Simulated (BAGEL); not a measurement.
# AlHClO (SMILES [O][AlH][Cl]): UHF/3-21G (density fitting with qzvpp-jkfit)

Aim: the energy change on altering one bond length of AlHClO at UHF/3-21G (density fitting with qzvpp-jkfit), from 2 runs. 

The calculation is run with BAGEL 1.2.2.

2 further runs of the same task are left out: 1 that didn't finish, 1 set aside as unsound or not needed.

**1. The system as given**

The species is AlHClO (4 atoms), meant as a doublet with charge 0. SMILES: `[O][AlH][Cl]`. The coordinates come from a PBE0-D4/def2-TZVP relaxation.

Bond lengths: O1–Al2 1.729 Å, Al2–Cl3 2.081 Å, Al2–H4 1.566 Å. Angles: O1–Al2–Cl3 116.2°, O1–Al2–H4 118.8°, Cl3–Al2–H4 125.0°.

**2. A single-point energy at UHF/3-21G (density fitting with qzvpp-jkfit)**

input.json

```json
{ "bagel" : [

{
  "title" : "molecule",
  "basis" : "3-21g",
  "df_basis" : "qzvpp-jkfit",
  "angstrom" : true,
  "geometry" : [
    { "atom" : "O", "xyz" : [       0.290600,      -1.035900,       1.350600 ] },
    { "atom" : "Al", "xyz" : [       0.118400,       0.049000,       0.015600 ] },
    { "atom" : "Cl", "xyz" : [      -1.573200,      -0.210600,      -1.168800 ] },
    { "atom" : "H", "xyz" : [       1.219700,       1.137300,      -0.217800 ] }
  ]
},

{ "title" : "uhf", "nopen" : 1 },

{ "title" : "print", "file" : "orbitals.molden", "orbitals" : true }

]}
```

Launch:

```
$ BAGEL_NUM_THREADS=1 BAGEL input.json > input.out
```

The program printed:

```text
* using 1 threads per process

  ===============================================================
  ===============================================================

  *** Geometry ***

  { "atom" : "O", "xyz" : [      0.549154,     -1.957567,      2.552264 ] },
  { "atom" : "Al", "xyz" : [      0.223744,      0.092597,      0.029480 ] },
  { "atom" : "Cl", "xyz" : [     -2.972917,     -0.397976,     -2.208712 ] },
  { "atom" : "H", "xyz" : [      2.304899,      2.149186,     -0.411582 ] },

  Number of auxiliary basis functions:      351

  Since a DF basis is specified, we compute 2- and 3-index integrals:
    o Being stored without compression. Storage requirement is 0.004 GB

  Number of basis functions:       37
  Number of electrons      :       39

    * METHOD: MOLECULE                             0.08

  *** Open-shell HF ***

  === Nuclear Repulsion ===
   118.8905812395

      * DIIS with orbital gradients will be used.

  === UHF iteration (3-21g) ===
      0       -772.47056482          0.09128360           0.03
      1       -771.99745877          0.16930010           0.03
      2       -771.81115857          0.17355176           0.03
      3       -772.91178236          0.02104265           0.03
      4       -772.96012737          0.01022601           0.03
      5       -772.97456871          0.00315232           0.03
      6       -772.97608253          0.00212308           0.03
      7       -772.97744502          0.00181740           0.03
      8       -772.97895105          0.00157899           0.03
      9       -772.98115673          0.00073794           0.03
     10       -772.98161552          0.00029256           0.03
     11       -772.98180497          0.00013950           0.03
     12       -772.98183655          0.00007715           0.03
     13       -772.98187150          0.00003092           0.03
     14       -772.98188171          0.00001326           0.03
     15       -772.98188372          0.00000617           0.03
     16       -772.98188416          0.00000225           0.03
     17       -772.98188421          0.00000093           0.03
     18       -772.98188421          0.00000059           0.03
     19       -772.98188421          0.00000041           0.03
     20       -772.98188421          0.00000024           0.03
     21       -772.98188421          0.00000008           0.03
     22       -772.98188421          0.00000004           0.03
     23       -772.98188421          0.00000002           0.03
     24       -772.98188421          0.00000001           0.03
     25       -772.98188421          0.00000001           0.03
    * SCF iteration converged.

    * S^2 (UHF) is 0.7550

    * Permanent dipole moment:
           (   -0.684985,    -0.560250,     0.017815) a.u.

    * METHOD: UHF                                  0.79

    * METHOD: PRINT                                0.00

  ===============================================================
```

It took 1 s on 1 thread of Arm Neoverse V1, shared host.

**3. The distorted shape**

input.json

```json
{ "bagel" : [

{
  "title" : "molecule",
  "basis" : "3-21g",
  "df_basis" : "qzvpp-jkfit",
  "angstrom" : "true",
  "geometry" : [
    { "atom" : "O", "xyz" : [   -0.590410,   -1.906510,    1.537314 ] },
    { "atom" : "Al", "xyz" : [   -0.762610,   -0.821610,    0.202314 ] },
    { "atom" : "Cl", "xyz" : [   -2.454210,   -1.081210,   -0.982086 ] },
    { "atom" : "H", "xyz" : [    1.219700,    1.137300,   -0.217800 ] }
  ]
},
{ "title" : "uhf", "nopen" : 1 },
{ "title" : "print", "file" : "orbitals.molden", "orbitals" : "true" }

]}
```

Launch:

```
$ BAGEL_NUM_THREADS=1 BAGEL input.json > input.out
```

The program printed:

```text
* using 1 threads per process

  ===============================================================
  ===============================================================

  *** Geometry ***

  { "atom" : "O", "xyz" : [     -1.115713,     -3.602782,      2.905102 ] },
  { "atom" : "Al", "xyz" : [     -1.441124,     -1.552618,      0.382318 ] },
  { "atom" : "Cl", "xyz" : [     -4.637785,     -2.043191,     -1.855874 ] },
  { "atom" : "H", "xyz" : [      2.304899,      2.149186,     -0.411582 ] },

  Number of auxiliary basis functions:      351

  Since a DF basis is specified, we compute 2- and 3-index integrals:
    o Being stored without compression. Storage requirement is 0.004 GB

  Number of basis functions:       37
  Number of electrons      :       39

    * METHOD: MOLECULE                             0.08

  *** Open-shell HF ***

  === Nuclear Repulsion ===
   115.8068398697

      * DIIS with orbital gradients will be used.

  === UHF iteration (3-21g) ===
      0       -772.38413489          0.09375521           0.03
      1       -770.22417493          0.25823456           0.03
      2       -770.09754592          0.23709545           0.03
      3       -772.71971672          0.01459952           0.03
      4       -772.77666493          0.00703613           0.03
      5       -772.81930814          0.00846829           0.03
      6       -772.84259878          0.00885242           0.03
      7       -772.86450291          0.00636447           0.03
      8       -772.88901410          0.00291899           0.03
      9       -772.88809284          0.00245235           0.03
     10       -772.89076738          0.00043414           0.03
     11       -772.89105181          0.00040110           0.03
     12       -772.89108251          0.00016222           0.03
     13       -772.89109935          0.00013258           0.03
     14       -772.89111127          0.00009548           0.03
     15       -772.89111965          0.00005708           0.03
     16       -772.89112327          0.00002167           0.03
     17       -772.89112359          0.00001061           0.03
     18       -772.89112371          0.00000440           0.03
     19       -772.89112373          0.00000182           0.03
     20       -772.89112373          0.00000075           0.03
     21       -772.89112373          0.00000037           0.03
     22       -772.89112373          0.00000026           0.03
     23       -772.89112373          0.00000020           0.03
     24       -772.89112373          0.00000014           0.03
     25       -772.89112373          0.00000011           0.03
     26       -772.89112373          0.00000008           0.03
     27       -772.89112373          0.00000004           0.03
     28       -772.89112373          0.00000002           0.03
     29       -772.89112373          0.00000001           0.03
     30       -772.89112373          0.00000001           0.03
    * SCF iteration converged.

    * S^2 (UHF) is 1.5068

    * Permanent dipole moment:
           (   -0.751769,    -0.681293,     0.092078) a.u.

    * METHOD: UHF                                  0.92

    * METHOD: PRINT                                0.00

  ===============================================================
```

Wall time 1.1 s (1 thread of Arm Neoverse V1, shared host).

**4. Results**

At UHF/3-21G (density fitting with qzvpp-jkfit):

```
                                                          quantity          value
                                         first shape: total energy  -772.98188 Eh
                                        first shape: dipole moment         2.25 D
                                                 first shape: ⟨S²⟩          0.755
                                     distorted shape: total energy  -772.89112 Eh
                                    distorted shape: dipole moment         2.59 D
                                             distorted shape: ⟨S²⟩          1.507
energy change with the Al2–H4 bond stretched from 1.566 to 2.818 Å       2.470 eV
```

**Reading.** With the Al2–H4 bond stretched from 1.566 to 2.818 Å the energy rises by 2.47 eV (57 kcal/mol). The first shape isn't relaxed at this level, so the change isn't measured from a minimum. ⟨S²⟩ (distorted shape) is 1.51 where a pure doublet has 0.75: the reference is spin-contaminated.
